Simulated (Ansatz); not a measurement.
## Relative stability

Two relaxed structures of C₂H₄B, doublet (PBE0-D4/def2-TZVP; forces vanish, vibrations not checked).

A:

B1  (1.308, -0.063, -0.075)
C2  (-0.026, -0.785, -0.025)
C3  (0.053, 0.784, 0.024)
H4  (-0.447, -1.226, -0.924)
H5  (-0.347, -1.288, 0.882)
H6  (-0.220, 1.258, 0.962)
H7  (-0.321, 1.320, -0.844)
(Å)

B:

```tsv
atom	x (Å)	y (Å)	z (Å)
B1	1.3543	-0.0513	-0.0093
C2	-0.0604	-0.7668	-0.1018
C3	0.1279	0.6797	-0.2134
H4	-0.5560	-1.3151	-0.9045
H5	-0.2721	-1.2283	0.8737
H6	2.5064	-0.1918	0.2117
H7	-0.4411	1.4500	-0.7111
```

Computed with Ansatz 0.2.0 (basis: def2-TZVPP); correlated methods freeze the cores; orbitals are unrestricted. B3LYP uses VWN-RPA correlation.

Which structure is lower at CCSD(T), and by how much? (To be estimated.)

The calculation gives: B, by 33.5 kJ/mol (electronic energy, against the other). By their contacts, A is C₂H₄B ([B]1[CH2][CH2]1) and B is C₂H₄B ([BH]1[CH][CH2]1).

All methods give the same order:

| method | E(B) − E(A) (kJ/mol) |
| --- | --- |
| PBE-D4 | -41.7 |
| r2SCAN-D4 | -37.7 |
| PBE0-D4 | -36.9 |
| B3LYP-D4 | -43.2 |
| wB97M-V | -44.5 |
| HF | -26.2 |
| MP2 | -22.7 |
| CCSD | -32.9 |
| CCSD(T) | -33.5 |

The T1 diagnostic stays at or below 0.026. ⟨S²⟩ of the unrestricted Hartree–Fock references: 0.76 to 0.77 (a pure state has 0.75).

Labels in which every atom is bracketed show which atoms are joined, not bond orders.

For scale, one of the runs: CCSD(T)/def2-TZVPP, 149 basis functions, launched by `ansatz run in.yaml --threads 2 --pin off --events-out ev --progress --plain --max-ram 4352MiB`. Time: 40 s of wall clock on 2 CPU threads of an Arm Neoverse V2; the host was shared. Peak host memory: 2.3 GiB.
